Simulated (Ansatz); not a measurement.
# AlH3O (AlH2(OH)): the energy, rung by rung

AlH3O: 5 atoms, total charge 0, spin state singlet. SMILES: `[H][Al]([H])[OH]`. The shape comes from GFN2-xTB, which is rough for such elements, and wasn't checked as a minimum.

```xyz
5

Al    0.2718    0.4511   -0.1093
H     1.7990    0.4172   -0.2214
H    -0.4810    1.7690   -0.3118
O    -0.5554   -0.9200    0.2267
H    -1.0343   -1.7173    0.4158
```

Quantity: the energy change with the Al1–H2 bond stretched from 1.532 to 3.829 Å, in eV. The values are calculated.

| level | kind | program | value (eV) | less FCI/STO-3G |
| --- | --- | --- | --- | --- |
| HF/STO-3G (restricted) | Hartree–Fock | Ansatz | 9.77 | +4.66 |
| BLYP/STO-3G (restricted) | GGA | Ansatz | 6.25 | +1.14 |
| PBE/STO-3G (restricted) | GGA | Ansatz | 6.38 | +1.27 |
| wB97X/STO-3G (restricted) | range-separated hybrid | Ansatz | 8.31 | +3.20 |
| B2PLYP/STO-3G (restricted) | double hybrid | Ansatz | 6.55 | +1.44 |
| MP2/STO-3G (restricted) | perturbation theory | Ansatz | 6.60 | +1.49 |
| CCSD/STO-3G (restricted) | coupled cluster or CI | Ansatz | 5.33 | +0.22 |
| CCSDT/STO-3G (restricted) | coupled cluster or CI | Ansatz | 5.12 | +0.01 |
| FCI/STO-3G | exact in the basis | Ansatz | 5.11 | 0.00 |

FCI/STO-3G is exact within its basis and frozen core, so for wave-function methods in that basis the difference is their error; functionals converge differently with the basis, so for them it is only a difference. Spin-restricted single references rise too steeply as a bond breaks, Hartree–Fock most of all. Perturbation and coupled-cluster corrections on them can overshoot downwards. The first shape isn't each level's own minimum. The values span 5.11 to 9.77 eV. All rows use very small basis sets, so even the best lies far from the true value.
